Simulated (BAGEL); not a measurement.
**One shape, several levels: C3H3ClO (SMILES O=C=CCCl)**

Aim: a comparison of 4 runs (B3LYP/6-31G*, B3LYP/cc-pVDZ, PBE0/cc-pVDZ, RI-MP2/cc-pVDZ) of C3H3ClO. 

Program for the calculation: BAGEL 1.2.2.

1 further run of the same task is left out (set aside as unsound or not needed).

### 1 The molecule

The species is C3H3ClO (8 atoms), meant as a singlet with charge 0. SMILES: `O=C=CCCl`. Geometry: relaxed at GFN2-xTB. This is one conformer, not always the lowest.

Bond lengths: O1–C2 1.159 Å, C2–C3 1.298 Å, C3–C4 1.486 Å, C4–Cl5 1.814 Å, C3–H6 1.078 Å, C4–H7 1.089 Å, C4–H8 1.088 Å. Angles: O1–C2–C3 176.9°, C2–C3–C4 124.2°, C3–C4–Cl5 111.0°, C2–C3–H6 117.7°, C4–C3–H6 117.6°, C3–C4–H7 111.2°, C3–C4–H8 112.0°, Cl5–C4–H7 105.6°, Cl5–C4–H8 106.0°, H7–C4–H8 110.8°.

### 2 The energy at B3LYP/6-31G(d) (density fitting with qzvpp-jkfit, spherical functions) (run 1)

input.json reads:

```json
{ "bagel" : [

{
  "title" : "molecule",
  "basis" : "6-31gs.json",
  "df_basis" : "qzvpp-jkfit",
  "angstrom" : "true",
  "geometry" : [
    { "atom" : "O", "xyz" : [       0.628100,      -1.519970,       2.099040 ] },
    { "atom" : "C", "xyz" : [       0.531250,      -0.690070,       1.295540 ] },
    { "atom" : "C", "xyz" : [       0.488940,       0.225780,       0.376550 ] },
    { "atom" : "C", "xyz" : [      -0.321760,       0.126370,      -0.865430 ] },
    { "atom" : "Cl", "xyz" : [      -1.912040,       0.977560,      -0.675070 ] },
    { "atom" : "H", "xyz" : [       0.972790,       1.166980,       0.583340 ] },
    { "atom" : "H", "xyz" : [       0.175060,       0.618630,      -1.699930 ] },
    { "atom" : "H", "xyz" : [      -0.562340,      -0.905280,      -1.114040 ] }
  ]
},

{
  "title" : "ks",
  "xc_func" : "b3lyp"
},

{
  "title" : "print",
  "file" : "orbitals.molden",
  "orbitals" : "true"
}

]}
```

The basis set 6-31G* is read from a file made from the Basis Set Exchange's data (not shown).

Command:

```bash
BAGEL_NUM_THREADS=1 BAGEL input.json > input.out
```

Log:

```text
* using 1 threads per process

  ===============================================================
  ===============================================================

  *** Geometry ***

  { "atom" : "O", "xyz" : [      1.186937,     -2.872327,      3.966611 ] },
  { "atom" : "C", "xyz" : [      1.003917,     -1.304043,      2.448216 ] },
  { "atom" : "C", "xyz" : [      0.923963,      0.426662,      0.711576 ] },
  { "atom" : "C", "xyz" : [     -0.608038,      0.238805,     -1.635426 ] },
  { "atom" : "Cl", "xyz" : [     -3.613232,      1.847321,     -1.275697 ] },
  { "atom" : "H", "xyz" : [      1.838307,      2.205273,      1.102353 ] },
  { "atom" : "H", "xyz" : [      0.330815,      1.169041,     -3.212402 ] },
  { "atom" : "H", "xyz" : [     -1.062669,     -1.710731,     -2.105230 ] },

  Number of auxiliary basis functions:      484

  Since a DF basis is specified, we compute 2- and 3-index integrals:
    o Being stored without compression. Storage requirement is 0.025 GB

  Number of basis functions:       80
  Number of electrons      :       46

    * METHOD: MOLECULE                             0.63

  *** Kohn-Sham DFT ***

    * Removing 15121 points whose weight is below 1.00e-10
    * Grid points: 104127

  === Nuclear Repulsion ===
   186.9940759702

       - DIIS with orbital gradients will be used.

  === KS iteration (b3lyp / 6-31gs.json) ===
      0       -586.72146352          0.12793745           0.83
      1       -404.64263900          0.27102208           0.74
      2       -509.89105523          0.14591216           0.76
      3       -588.84420321          0.17952713           0.79
      4       -628.32508915          0.11280163           0.82
      5       -621.05478943          0.15036259           0.86
      6       -631.99537517          0.13096289           0.76
      7       -603.03901756          0.21402750           0.68
      8       -554.26743569          0.14704520           0.79
      9       -635.56726262          0.10296998           0.88
     10       -638.65116375          0.09336525           0.76
     11       -638.94474570          0.10141180           0.87
     12       -638.51493288          0.10020681           0.82
     13       -639.03838273          0.10292615           0.79
     14       -556.20342750          0.15788959           0.86
     15       -645.91939012          0.07609891           0.77
     16       -651.15880986          0.02462592           0.77
     17       -651.04116500          0.03190674           0.76
     18       -651.47069672          0.00794480           0.83
     19       -651.47996067          0.00668091           0.94
     20       -651.49750441          0.00216310           0.79
     21       -651.49922887          0.00045510           0.80
     22       -651.49932118          0.00008912           0.82
     23       -651.49932527          0.00002882           0.79
     24       -651.49932595          0.00001591           0.75
     25       -651.49932610          0.00000888           0.89
     26       -651.49932613          0.00000159           0.90
     27       -651.49932613          0.00000050           0.81
     28       -651.49932613          0.00000032           0.86
     29       -651.49932613          0.00000009           0.79
     30       -651.49932613          0.00000003           0.87
     31       -651.49932613          0.00000002           0.81
     32       -651.49932613          0.00000003           0.80
     33       -651.49932613          0.00000000           0.79
    * SCF iteration converged.

    * Permanent dipole moment:
           (   -0.718031,     0.007154,     0.325513) a.u.

    * METHOD: KS                                  29.24

    * METHOD: PRINT                                0.02

  ===============================================================
```

Wall time 31 s (1 thread of Intel Xeon at 2.50GHz (Skylake/Cascade Lake), shared host); peak memory 0.41 GiB.

### 3 A single-point energy at B3LYP/cc-pVDZ (density fitting with qzvpp-jkfit) (run 2)

input.json reads:

```json
{ "bagel": [

{
  "title": "molecule",
  "basis": "cc-pvdz.json",
  "df_basis": "qzvpp-jkfit",
  "angstrom": true,
  "geometry": [
    { "atom": "O", "xyz": [    0.628100,   -1.519970,    2.099040 ] },
    { "atom": "C", "xyz": [    0.531250,   -0.690070,    1.295540 ] },
    { "atom": "C", "xyz": [    0.488940,    0.225780,    0.376550 ] },
    { "atom": "C", "xyz": [   -0.321760,    0.126370,   -0.865430 ] },
    { "atom": "Cl", "xyz": [   -1.912040,    0.977560,   -0.675070 ] },
    { "atom": "H", "xyz": [    0.972790,    1.166980,    0.583340 ] },
    { "atom": "H", "xyz": [    0.175060,    0.618630,   -1.699930 ] },
    { "atom": "H", "xyz": [   -0.562340,   -0.905280,   -1.114040 ] }
  ]
},
{
  "title": "ks",
  "xc_func": "b3lyp"
},
{
  "title": "print",
  "file": "orbitals.molden",
  "orbitals": true
}

]}
```

The basis set cc-pVDZ is read from a file made from the Basis Set Exchange's data (not shown).

Command:

```bash
BAGEL_NUM_THREADS=1 BAGEL input.json > input.out
```

Log:

```text
* using 1 threads per process

  ===============================================================
  ===============================================================

  *** Geometry ***

  { "atom" : "O", "xyz" : [      1.186937,     -2.872327,      3.966611 ] },
  { "atom" : "C", "xyz" : [      1.003917,     -1.304043,      2.448216 ] },
  { "atom" : "C", "xyz" : [      0.923963,      0.426662,      0.711576 ] },
  { "atom" : "C", "xyz" : [     -0.608038,      0.238805,     -1.635426 ] },
  { "atom" : "Cl", "xyz" : [     -3.613232,      1.847321,     -1.275697 ] },
  { "atom" : "H", "xyz" : [      1.838307,      2.205273,      1.102353 ] },
  { "atom" : "H", "xyz" : [      0.330815,      1.169041,     -3.212402 ] },
  { "atom" : "H", "xyz" : [     -1.062669,     -1.710731,     -2.105230 ] },

  Number of auxiliary basis functions:      484

  Since a DF basis is specified, we compute 2- and 3-index integrals:
    o Being stored without compression. Storage requirement is 0.031 GB

  Number of basis functions:       89
  Number of electrons      :       46

    * METHOD: MOLECULE                             0.76

  *** Kohn-Sham DFT ***

    * Removing 15121 points whose weight is below 1.00e-10
    * Grid points: 104127

  === Nuclear Repulsion ===
   186.9940759702

       - DIIS with orbital gradients will be used.

  === KS iteration (b3lyp / cc-pvdz.json) ===
      0       -627.95026745          0.10374756           1.20
      1       -627.67390285          0.13040224           1.17
      2       -572.77667355          0.13370029           1.02
      3       -603.88252202          0.15988793           1.13
      4       -636.77834588          0.09304466           1.17
      5       -651.05596430          0.02602042           1.19
      6       -650.36465984          0.04336236           1.01
      7       -651.42795450          0.01142970           1.04
      8       -651.53138488          0.00405397           1.15
      9       -651.53982583          0.00158890           1.01
     10       -651.54103995          0.00053337           0.90
     11       -651.54118569          0.00008967           1.02
     12       -651.54119007          0.00004698           0.94
     13       -651.54119213          0.00000661           0.84
     14       -651.54119216          0.00000162           1.05
     15       -651.54119216          0.00000102           1.17
     16       -651.54119216          0.00000052           1.24
     17       -651.54119216          0.00000022           1.25
     18       -651.54119216          0.00000008           1.12
     19       -651.54119216          0.00000005           1.06
     20       -651.54119216          0.00000002           1.18
     21       -651.54119216          0.00000001           1.20
     22       -651.54119216          0.00000001           1.15
    * SCF iteration converged.

    * Permanent dipole moment:
           (   -0.657020,     0.015228,     0.290182) a.u.

    * METHOD: KS                                  27.18

    * METHOD: PRINT                                0.03

  ===============================================================
```

Run time: 29 s. Hardware: 1 thread of Intel Xeon at 2.50GHz (Skylake/Cascade Lake), shared host; peak memory 0.44 GiB.

Run 3 isn't shown in full; the table further down has it.

### 4 A single-point energy at RI-MP2/cc-pVDZ (density fitting with qzvpp-jkfit) (run 4)

job.json reads:

```json
{ "bagel": [

{
  "title": "molecule",
  "basis": "cc-pvdz.json",
  "df_basis": "qzvpp-jkfit",
  "angstrom": true,
  "geometry": [
    { "atom": "O", "xyz": [       0.628100,      -1.519970,       2.099040 ] },
    { "atom": "C", "xyz": [       0.531250,      -0.690070,       1.295540 ] },
    { "atom": "C", "xyz": [       0.488940,       0.225780,       0.376550 ] },
    { "atom": "C", "xyz": [      -0.321760,       0.126370,      -0.865430 ] },
    { "atom": "Cl", "xyz": [      -1.912040,       0.977560,      -0.675070 ] },
    { "atom": "H", "xyz": [       0.972790,       1.166980,       0.583340 ] },
    { "atom": "H", "xyz": [       0.175060,       0.618630,      -1.699930 ] },
    { "atom": "H", "xyz": [      -0.562340,      -0.905280,      -1.114040 ] }
  ]
},

{ "title": "hf" },

{ "title": "mp2", "ncore": 9 }

]}
```

The basis set cc-pVDZ is read from a file made from the Basis Set Exchange's data (not shown).

Command:

```bash
BAGEL_NUM_THREADS=1 BAGEL job.json > job.out
```

Log:

```text
* using 1 threads per process

  ===============================================================
  ===============================================================

  *** Geometry ***

  { "atom" : "O", "xyz" : [      1.186937,     -2.872327,      3.966611 ] },
  { "atom" : "C", "xyz" : [      1.003917,     -1.304043,      2.448216 ] },
  { "atom" : "C", "xyz" : [      0.923963,      0.426662,      0.711576 ] },
  { "atom" : "C", "xyz" : [     -0.608038,      0.238805,     -1.635426 ] },
  { "atom" : "Cl", "xyz" : [     -3.613232,      1.847321,     -1.275697 ] },
  { "atom" : "H", "xyz" : [      1.838307,      2.205273,      1.102353 ] },
  { "atom" : "H", "xyz" : [      0.330815,      1.169041,     -3.212402 ] },
  { "atom" : "H", "xyz" : [     -1.062669,     -1.710731,     -2.105230 ] },

  Number of auxiliary basis functions:      484

  Since a DF basis is specified, we compute 2- and 3-index integrals:
    o Being stored without compression. Storage requirement is 0.031 GB

  Number of basis functions:       89
  Number of electrons      :       46

    * METHOD: MOLECULE                             0.79

  *** RHF ***

  === Nuclear Repulsion ===
   186.9940759702

      * DIIS with orbital gradients will be used.

  === RHF iteration (cc-pvdz.json) ===
      0       -649.53580947          0.01296831           0.15
      1       -649.63198888          0.00991552           0.15
      2       -649.69298539          0.00194091           0.15
      3       -649.69611738          0.00070340           0.15
      4       -649.69660002          0.00025233           0.13
      5       -649.69668538          0.00010496           0.18
      6       -649.69671046          0.00005596           0.17
      7       -649.69671612          0.00001590           0.21
      8       -649.69671651          0.00000848           0.25
      9       -649.69671660          0.00000375           0.19
     10       -649.69671661          0.00000197           0.17
     11       -649.69671662          0.00000088           0.19
     12       -649.69671662          0.00000046           0.18
     13       -649.69671662          0.00000028           0.17
     14       -649.69671662          0.00000010           0.17
     15       -649.69671662          0.00000006           0.15
     16       -649.69671662          0.00000002           0.14
     17       -649.69671662          0.00000001           0.23
    * SCF iteration converged.

    * Permanent dipole moment:
           (   -0.707276,    -0.043652,     0.425259) a.u.

    * METHOD: HF                                   3.80

  *** RHF ***

  === Nuclear Repulsion ===
   186.9940759702

      * DIIS with orbital gradients will be used.

  === RHF iteration (cc-pvdz.json) ===
      0       -649.69671662          0.00000001           0.19
    * SCF iteration converged.

    * Permanent dipole moment:
           (   -0.707276,    -0.043653,     0.425260) a.u.

  === DF-MP2 calculation ===

    * freezing 9 orbitals
    * 3-index integral transformation done
    * assembly done

      MP2 correlation energy:   -0.7059844755      0.12

      MP2 total energy:       -650.4027010957

    * METHOD: MP2                                  0.56

  ===============================================================
```

It took 5.7 s on 1 thread of Intel Xeon at 2.50GHz (Skylake/Cascade Lake), shared host.

### 5 All runs side by side

| run | level | frozen core orbitals | energy (Eh) | dipole moment (D) | HOMO energy (eV) | LUMO energy (eV) | wall time |
| --- | --- | --- | --- | --- | --- | --- | --- |
| 1 | B3LYP/6-31G* (density fitting with qzvpp-jkfit, spherical functions) | – | -651.499326 | 2.00 | -6.77 | -1.41 | 31 s |
| 2 | B3LYP/cc-pVDZ (density fitting with qzvpp-jkfit) | – | -651.541192 | 1.83 | -6.81 | -1.45 | 29 s |
| 3 | PBE0/cc-pVDZ (density fitting with qzvpp-jkfit) | – | -651.159805 | 1.86 | -7.09 | -1.22 | 26 s |
| 4 | RI-MP2/cc-pVDZ (density fitting with qzvpp-jkfit) | 9 | -650.402701 | – | – | – | 5.7 s |

### 6 Summary of results

```
                                          quantity          value
                               run 4: total energy  -650.40270 Eh
run 4: correlation energy (9 core orbitals frozen)     -706.0 mEh
```

Over runs 1, 2, 3 the dipole moment (its size) runs from 1.83 D (B3LYP/cc-pVDZ) to 2.00 D (B3LYP/6-31G*). Over runs 1, 2, 3 the HOMO–LUMO gap runs from 5.36 eV (B3LYP/cc-pVDZ) to 5.86 eV (PBE0/cc-pVDZ). Totals of different functionals can't be ranked against each other. All runs together took 91 s, the longest 31 s.
